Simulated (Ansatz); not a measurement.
A nudged elastic band was laid between two geometries of CH5SSi (8 atoms, charge 1, multiplicity 1).

Level of theory: RKS PBE0-D4/def2-SVP in Ansatz 0.2.0.

```
movable images  : 5
climbing image  : yes
spring          : 5.0 eV/Å²
optimiser       : quadratic models (default)
start path      : through a guess of the saddle point
force threshold : 0.05 eV/Å
iteration limit : 60
end points      : relaxed
```

Image 0:

```xyz
8
Properties=species:S:1:pos:R:3
C -0.725 1.043 -0.514
S -0.703 -0.049 0.955
Si 0.868 -1.299 0.681
H -1.677 0.854 -1.031
H 0.124 0.865 -1.186
H -0.702 2.071 -0.130
H 1.720 -1.194 -0.525
H 1.095 -2.292 1.750
```

Image 6:

```xyz
8
Properties=species:S:1:pos:R:3
C -0.589 0.826 -0.280
S 0.334 -0.136 0.954
Si 1.395 -2.015 0.148
H -1.327 0.204 -0.800
H 0.164 1.217 -0.978
H -1.068 1.657 0.254
H 1.747 -1.131 -1.044
H -0.656 -0.621 1.745
```

(1) Which bonds break or form, and what moves?

(2) Give the energies along the band, and the barrier.

(3) What is the geometry of the highest image?

Results:

(1) Bonds broken: Si3–H8. Bonds formed: S2–H8.

(2) The run converged. The highest image is number 3 of 0 to 6, 221.6 kJ/mol above the first end and 132.4 kJ/mol above the last; the last end lies 89.2 kJ/mol above the first. Neighbouring images differ by up to 1.3 eV, so the band resolves the path poorly. A vibrational analysis at the climbing image gives one clearly imaginary mode, 1111i cm⁻¹: a first-order saddle point. The orbitals stay closed-shell, which can raise the energy where a bond breaks towards radicals; this wasn't checked here. Limits of this set-up: the dipole of an ion depends on the origin.

```json
{"image": "0", "path coordinate (Å)": "0.00", "energy (kJ/mol)": "0.0", "Si3–H8 (Å)": "1.48", "S2–H8 (Å)": "2.98"}
{"image": "1", "path coordinate (Å)": "0.75", "energy (kJ/mol)": "8.4", "Si3–H8 (Å)": "1.47", "S2–H8 (Å)": "2.88"}
{"image": "2", "path coordinate (Å)": "1.49", "energy (kJ/mol)": "100.6", "Si3–H8 (Å)": "1.46", "S2–H8 (Å)": "2.39"}
{"image": "3", "path coordinate (Å)": "2.24", "energy (kJ/mol)": "221.6", "Si3–H8 (Å)": "1.64", "S2–H8 (Å)": "1.74"}
{"image": "4", "path coordinate (Å)": "2.95", "energy (kJ/mol)": "129.9", "Si3–H8 (Å)": "2.32", "S2–H8 (Å)": "1.38"}
{"image": "5", "path coordinate (Å)": "3.67", "energy (kJ/mol)": "97.8", "Si3–H8 (Å)": "2.81", "S2–H8 (Å)": "1.36"}
{"image": "6", "path coordinate (Å)": "4.39", "energy (kJ/mol)": "89.2", "Si3–H8 (Å)": "2.95", "S2–H8 (Å)": "1.36"}
```

(3) 
```xyz
8
Properties=species:S:1:pos:R:3
C -0.652 0.942 -0.397
S -0.059 0.066 1.069
Si 1.464 -1.417 0.738
H -1.517 0.390 -0.799
H 0.147 1.005 -1.149
H -0.986 1.933 -0.054
H 1.642 -1.266 -0.750
H -0.039 -1.653 1.342
```

The run took 86 s on 1 thread of Intel(R) Xeon(R) 6975P-C (Granite Rapids), on a shared host, peak memory 0.24 GiB.
